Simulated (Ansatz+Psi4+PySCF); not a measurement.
The numbers below are computed, except where a source is named.
Input for Psi4 1.11:

```
molecule {
1 2
O 0.025710 0.718940 -0.049510
O -0.001680 -0.704330 -0.049090
H 0.837130 0.861440 0.399170
H -0.859440 -0.858350 0.420460
}

set basis cc-pVTZ
set reference rohf
set scf_type pk
energy('scf')
```

The input is written out from the run's settings.

The run gave:

| Property | Result |
| --- | --- |
| Converged | yes |
| Total energy | -150.42248 hartree |
| Spin squared of the determinant | 0.750 |

This is not the lowest solution: another run reaches a determinant 0.58 eV lower. Caution: an unrestricted determinant lies well below.
